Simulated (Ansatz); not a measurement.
## Worked example: the enthalpy of formation of C4H6 (1-butyne)

C4H6: 10 atoms, total charge 0, spin state singlet. As SMILES, `C#CCC`. The shape is that of a PBE0-D4/def2-TZVP optimisation.

```xyz
10

C    -0.7107    1.6802   -1.3813
C    -0.0584    0.8894   -0.7565
C     0.7054   -0.0797    0.0116
C    -0.1770   -0.9899    0.8617
H    -1.2838    2.3834   -1.9375
H     1.3081   -0.6807   -0.6773
H     1.4152    0.4560    0.6507
H     0.4358   -1.7003    1.4201
H    -0.7633   -0.4066    1.5735
H    -0.8713   -1.5518    0.2350
```

Total energies at RPA@PBE/cc-pVDZ, 4 core orbitals frozen (Ansatz 0.2.0); the atoms run unrestricted:

```tsv
species	state	energy (Eh)
C4H6	singlet	-155.761382
C	triplet	-37.817495
H	doublet	-0.512761
```

Harmonic wavenumbers at PBE0-D4/def2-TZVP, in cm⁻¹: 203, 222, 368, 527, 670, 677, 785, 863, 1044, 1092, 1104, 1285, 1347, 1404, 1467, 1487, 1497, 2239, 3047, 3060, 3079, 3138, 3143, 3484.

Measured heats of formation of the gaseous atoms at 298.15 K, in kJ/mol: C 716.9, H 218.0. Spin-orbit lowering of the atoms at 298 K (mean of the ground term's levels less their thermal mean, from spectra), in kJ/mol: C 0.02. Take 1 Eh = 2625.50 kJ/mol, 1 cm⁻¹ = 0.0119627 kJ/mol, RT = 2.479 kJ/mol.

Task: What heat of formation follows?

Result: 
1. Electronic atomisation energy: 4 × (-37.817495) + 6 × (-0.512761) − (-155.761382) = 1.414836 Eh = 3714.7 kJ/mol.
2. Zero-point energy: half the sum of the wavenumbers, 18616 cm⁻¹ = 222.7 kJ/mol.
3. Thermal vibrational enthalpy, Σ hcν̃/(exp(hcν̃/kT) − 1): 5.6 kJ/mol. Translation, rotation and pV of a non-linear molecule: 4 RT = 9.9 kJ/mol.
4. The 10 free atoms carry 5/2 RT each: 62.0 kJ/mol.
5. Spin-orbit coupling lowers the free atoms by 4 × 0.02 = 0.1 kJ/mol.
6. Atomisation enthalpy at 298 K: 3714.7 − 0.1 − 222.7 − 5.6 − 9.9 + 62.0 = 3538.4 kJ/mol.
7. Sum of the atoms' heats of formation: 4175.6 kJ/mol. Heat of formation: 4175.6 − 3538.4 = +637.2 kJ/mol.

The tabulated value is +165.4 kJ/mol (Active Thermochemical Tables), so this level is off by +471.8 kJ/mol, or 11.8 % of the atomisation enthalpy. Anharmonicity and any spin-orbit splitting of the molecule are left out, and so is core correlation.
